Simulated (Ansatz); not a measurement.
# SiH4O2 (SMILES O[SiH2]O): CASSCF(8,8)/pcseg-2 (sfX2C, start density atoms)

Aim: the energy difference between two shapes of SiH4O2 at CASSCF(8,8)/pcseg-2 (sfX2C, start density atoms), from 2 runs. 

The results are computed with Ansatz 0.2.0.

10 further runs of the same task are left out: 2 that didn't finish, 8 set aside as unsound or not needed. Runs told in other sessions of the task aren't counted.

**1. The structure to begin with**

SiH4O2: 7 atoms, total charge 0, spin state singlet. As SMILES, `O[SiH2]O`. The coordinates come from a PBE0-D4/def2-TZVP relaxation. This is one conformer, not always the lowest.

Bond lengths: O1–Si2 1.642 Å, Si2–O3 1.642 Å, O1–H4 0.958 Å, Si2–H5 1.481 Å, Si2–H6 1.481 Å, O3–H7 0.958 Å. Angles: O1–Si2–O3 113.5°, O1–Si2–H5 111.5°, O1–Si2–H6 103.9°, O3–Si2–H5 103.9°, O3–Si2–H6 111.5°, Si2–O1–H4 117.7°, Si2–O3–H7 117.7°, H5–Si2–H6 112.9°.

**2. The energy at CASSCF(8,8)/pcseg-2 (sfX2C, start density atoms)**

in.yaml

```yaml
basis:
  gaussian:
    orbitals: pcseg-2
crystal:
  periodic: [false, false, false]
  atoms:
    - symbol: O
      position_ang: [-1.385150, -0.243860, -0.354380]
    - symbol: Si
      position_ang: [0.051410, 0.422210, 0.079240]
    - symbol: O
      position_ang: [1.274030, -0.668570, 0.183160]
    - symbol: H
      position_ang: [-1.456660, -0.615580, -1.234790]
    - symbol: H
      position_ang: [0.526670, 1.393040, -0.933360]
    - symbol: H
      position_ang: [-0.229300, 1.048860, 1.391580]
    - symbol: H
      position_ang: [1.219010, -1.336090, 0.868560]
total_charge: 0
hamiltonian:
  pseudopotentials: {relativity: scalar}
correlation:
  active_space: {window: {electrons: 8, orbitals: 8}}
```

Run with:

```
$ ansatz run in.yaml --threads 1 --pin off --max-ram 3480MiB --events-out events.jsonl --progress --plain --runs-dir runs
```

Standard output:

```text
Warning: RAYON_NUM_THREADS=1 ignored (pool sized by the plan → 1); use --threads N
Functional definition: HF
  name "HF"
  exchange = exact_x
  correlation = 0
887 factors; integrals over basis functions are off by at most 1.1e-3 eV
mean field evaluation 1: about -12018.1985 eV, gradient 4.8e1 eV
mean field evaluation 2: about -12018.3415 eV, gradient 4.8e1 eV
mean field evaluation 4: about -12022.3120 eV, gradient 2.7e0 eV
mean field evaluation 8: about -12022.3574 eV, gradient 9.5e-2 eV
mean field -12022.35741278 eV, -441.8134858732 hartree, gradient 2.0e-6 eV, S^2 0.000000; 0 other end points of the search recorded, 0 dependent functions left out
reference -12022.35741278 eV, -441.8134858732 hartree; 17, 17 occupied and 133, 133 virtual orbitals, 887 factors
state -12025.87446118 eV, -441.9427350178 hartree
2 active orbitals were swapped for others, from the solution at -12024.95987119 eV, -441.9091244558 hartree to that at -12025.23911892 eV, -441.9193866205 hartree; typed "places" are swapped only where nearly empty or full, and so, without "given_window_search", are "orbital_numbers", "shells" and a window whose orbitals a file names under [Active]
2 active orbitals were swapped for others, from the solution at -12025.23911892 eV, -441.9193866205 hartree to that at -12025.87446118 eV, -441.9427350178 hartree; typed "places" are swapped only where nearly empty or full, and so, without "given_window_search", are "orbital_numbers", "shells" and a window whose orbitals a file names under [Active]
Total energy: -12025.87446118 eV, -441.9427350178 hartree
Relativity: scalar
```

It took 80 s on 1 thread of Intel Xeon Platinum 8488C (Sapphire Rapids), shared host; peak memory 0.3 GiB.

**3. The distorted shape**

in.yaml

```yaml
basis:
  gaussian:
    orbitals: pcseg-2
crystal:
  periodic: [false, false, false]
  atoms:
    - symbol: O
      position_ang: [-1.269184, -0.345537, -0.289079]
    - symbol: Si
      position_ang: [-0.215933, 0.464844, 0.170267]
    - symbol: O
      position_ang: [1.368290, -0.783772, 0.226150]
    - symbol: H
      position_ang: [-1.553147, -0.437923, -1.285399]
    - symbol: H
      position_ang: [0.697461, 1.540215, -0.879505]
    - symbol: H
      position_ang: [-0.140725, 1.130338, 1.246739]
    - symbol: H
      position_ang: [1.448987, -1.253559, 0.902950]
total_charge: 0
hamiltonian:
  pseudopotentials: {relativity: scalar}
correlation:
  active_space: {window: {electrons: 8, orbitals: 8}}
```

Run with:

```
$ ansatz run in.yaml --threads 1 --pin off --max-ram 3480MiB --events-out events.jsonl --progress --plain --runs-dir runs
```

Standard output, cut to the lines that bear on the results:

```text
Warning: RAYON_NUM_THREADS=1 ignored (pool sized by the plan → 1); use --threads N
[... 2 set-up lines as earlier in the session ...]
[...]
888 factors; integrals over basis functions are off by at most 1.1e-3 eV
[...]
mean field -12017.57935952 eV, -441.6378956545 hartree, gradient 3.6e-6 eV, S^2 0.000000; 0 other end points of the search recorded, 0 dependent functions left out
reference -12017.57935952 eV, -441.6378956545 hartree; 17, 17 occupied and 133, 133 virtual orbitals, 888 factors
state -12021.19026983 eV, -441.7705941608 hartree
[...]
Total energy: -12021.19026983 eV, -441.7705941608 hartree
Relativity: scalar
```

It took 48 s on 1 thread of Intel Xeon Platinum 8488C (Sapphire Rapids), shared host; peak memory 0.27 GiB.

**4. Results**

Level: CASSCF(8,8)/pcseg-2 (sfX2C, start density atoms).

```
                              quantity          value
             first shape: total energy  -441.94274 Eh
         distorted shape: total energy  -441.77059 Eh
energy change with the atoms displaced       4.684 eV
```

What this shows: With the atoms displaced the energy rises by 4.68 eV (452 kJ/mol). The first shape isn't relaxed at this level, so the change isn't measured from a minimum.
